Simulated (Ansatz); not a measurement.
# BNH4 (SMILES BN) at CCSDT/STO-3G

Aim: the energy change on altering one bond length of BNH4 at CCSDT/STO-3G, from 2 runs. 

Program for the calculation: Ansatz 0.2.0.

47 further runs of the same task are left out: 47 set aside as unsound or not needed.

## (1) The system as given

BNH4 has 6 atoms, charge 0, and is taken as a singlet. As SMILES, `BN`. The coordinates come from a PBE0-D4/def2-TZVP relaxation.

Bond lengths: B1–N2 1.385 Å, B1–H3 1.197 Å, B1–H4 1.197 Å, N2–H5 1.006 Å, N2–H6 1.006 Å. Angles: B1–N2–H5 123.2°, B1–N2–H6 123.2°, N2–B1–H3 119.0°, N2–B1–H4 119.0°, H5–N2–H6 113.5°, H3–B1–H4 122.0°.

## (2) The energy at CCSDT/STO-3G

Input file input.yaml:

```yaml
basis:
  gaussian:
    orbitals: STO-3G
crystal:
  periodic: [false, false, false]
  atoms:
    - {symbol: B, position_ang: [-0.128200, -0.679600, -0.025600]}
    - {symbol: N, position_ang: [0.146100, 0.677400, 0.010800]}
    - {symbol: H, position_ang: [0.225800, -1.368000, 0.887500]}
    - {symbol: H, position_ang: [-0.712000, -1.128700, -0.969200]}
    - {symbol: H, position_ang: [-0.121600, 1.313700, -0.720800]}
    - {symbol: H, position_ang: [0.632000, 1.121400, 0.771300]}
correlation:
  method: ccsdt
  frozen_orbitals: {B: 1, H: 0, "N": 1}
accuracy: high
scf:
  omitted_lower_state_checks: [cluster_reference, increment]
```

The run is started by

```bash
ansatz run input.yaml --threads 1 --pin off --max-ram 2610MiB --events-out events.jsonl --progress --plain --runs-dir runs
```

The program printed, cut to the lines that bear on the results:

```text
Warning: RAYON_NUM_THREADS=1 ignored (pool sized by the plan → 1); use --threads N
Functional definition: HF
  name "HF"
[...]
230 factors; integrals over basis functions are off by at most 7.8e-9 eV
[...]
mean field -2189.52560562 eV, -80.4635818930 hartree, gradient 4.3e-8 eV, S^2 0.000000; 0 other end points of the search recorded, 0 dependent functions left out
2 core orbitals not correlated: weight in the atoms' cores, before any rotation towards them, 1.000 or more for the frozen orbitals, at most 0.000 for the correlated occupied ones
reference -2189.52560562 eV, -80.4635818930 hartree; 6, 6 occupied and 6, 6 virtual orbitals, 230 factors
second order -2.47010944 eV of doubles, -0.00000000 eV of singles
cycle   1  -2.91944678 eV  change   -4.5e-1 eV  update   7.7e-2
[...]
cycle  21  -3.31394949 eV  change  -1.5e-10 eV  update  1.9e-10
Total energy: -2192.83955511 eV, -80.5853672903 hartree
Checks for a lower state left out: cluster_reference, increment
```

Wall time 0.2 s (1 thread of Arm Neoverse V1, shared host).

## (3) The distorted shape at the same level

Input file in.yaml:

```yaml
crystal:
  periodic: [false, false, false]
  atoms:
    - {symbol: B, position_ang: [-0.216691, -0.507517, -0.253852]}
    - {symbol: N, position_ang: [0.057609, 0.849483, -0.217452]}
    - {symbol: H, position_ang: [0.225800, -1.368000, 0.887500]}
    - {symbol: H, position_ang: [-0.800491, -0.956617, -1.197452]}
    - {symbol: H, position_ang: [-0.210091, 1.485783, -0.949052]}
    - {symbol: H, position_ang: [0.543509, 1.293483, 0.543048]}
basis:
  gaussian:
    orbitals: STO-3G
correlation:
  method: ccsdt
  frozen_orbitals: {B: 1, H: 0, "N": 1}
accuracy: high
scf:
  omitted_lower_state_checks: [cluster_reference, increment]
```

The run is started by

```bash
ansatz run in.yaml --threads 1 --pin off --max-ram 2610MiB --events-out events.jsonl --progress --plain --runs-dir runs
```

The program printed, cut to the lines that bear on the results:

```text
Warning: RAYON_NUM_THREADS=1 ignored (pool sized by the plan → 1); use --threads N
[... 2 set-up lines as earlier in the session ...]
[...]
230 factors; integrals over basis functions are off by at most 9.3e-9 eV
[...]
mean field -2188.21691620 eV, -80.4154884435 hartree, gradient 8.6e-8 eV, S^2 0.000000; 0 other end points of the search recorded, 0 dependent functions left out
2 core orbitals not correlated: weight in the atoms' cores, before any rotation towards them, 1.000 or more for the frozen orbitals, at most 0.000 for the correlated occupied ones
reference -2188.21691620 eV, -80.4154884435 hartree; 6, 6 occupied and 6, 6 virtual orbitals, 230 factors
second order -2.65670127 eV of doubles, -0.00000000 eV of singles
cycle   1  -3.17671038 eV  change   -5.2e-1 eV  update   8.3e-2
[...]
cycle  20  -3.63677609 eV  change    1.1e-9 eV  update   1.4e-9
Total energy: -2191.85369229 eV, -80.5491374998 hartree
Checks for a lower state left out: cluster_reference, increment
```

Run time: 0.2 s. Hardware: 1 thread of Arm Neoverse V1, shared host.

## (4) Outcome

Level: CCSDT/STO-3G, 2 core orbitals frozen.

```
                                                         quantity         value
                                        first shape: total energy  -80.58537 Eh
         first shape: correlation energy (2 core orbitals frozen)    -121.8 mEh
                                       first shape: T1 diagnostic         0.020
                                    distorted shape: total energy  -80.54914 Eh
     distorted shape: correlation energy (2 core orbitals frozen)    -133.6 mEh
                                   distorted shape: T1 diagnostic         0.020
energy change with the B1–H3 bond stretched from 1.197 to 1.496 Å      0.986 eV
```

What this shows: With the B1–H3 bond stretched from 1.197 to 1.496 Å the energy rises by 0.99 eV (22.7 kcal/mol). The first shape isn't relaxed at this level, so the change isn't measured from a minimum. The minimal basis adds a large error of its own.
